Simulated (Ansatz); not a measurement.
Worked example: correlation energy of HGaAl, quartet

Geometry: a PBE0/def2-TZVP stationary point for this spin, not checked as a minimum.

```yaml
atoms:
  - { symbol: Al, position_ang: [0.0000, 0.0000, 2.0585] }
  - { symbol: Ga, position_ang: [0.0000, 0.0000, -0.2499] }
  - { symbol: H, position_ang: [0.0000, 0.0000, -1.8086] }
```

Basis 6-31G (Cartesian d functions); Ansatz 0.2.0. Correlated methods freeze the noble-gas cores and the filled d shells of p-block atoms, which leaves 7 electrons in 25 orbitals. Prefix R: restricted or restricted open-shell reference. No spin–orbit coupling is included, and no scalar relativity.

Full CI is exact within this basis and frozen core; it isn't the basis-set limit.

Runs differ by some tens of microhartree through their thresholds and, for an open shell, their frozen cores, so steps under 0.03 kcal/mol mean nothing.

```csv
level,total energy (hartree)
RHF,-2165.324369
RMP2,-2165.372675
RCCSD,-2165.392937
RCCSD(T),-2165.394805
RCCSDT,-2165.395542
RCCSDT(Q),-2165.395715
full CI,-2165.395793
```

What is the correlation energy at full CI, and what share of it do RMP2 and RCCSD recover?

E(corr) = -2165.395793 − (-2165.324369) = -0.071424 hartree = -1.944 eV. RMP2: -0.048306 / -0.071424 = 67.63 %. RCCSD: -0.068568 / -0.071424 = 96.00 %.

By how many kcal/mol does RCCSD(T) miss full CI (1 hartree = 627.509 kcal/mol), and which steps make up the rest?

-2165.394805 − (-2165.395793) = 0.000988 hartree = 0.62 kcal/mol. Steps: RCCSDT − RCCSD(T) = -0.46, RCCSDT(Q) − RCCSDT = -0.11, full CI − RCCSDT(Q) = -0.05 kcal/mol. That is within 1 kcal/mol of the reference in this basis, which itself misses far more of the correlation at the basis-set limit.
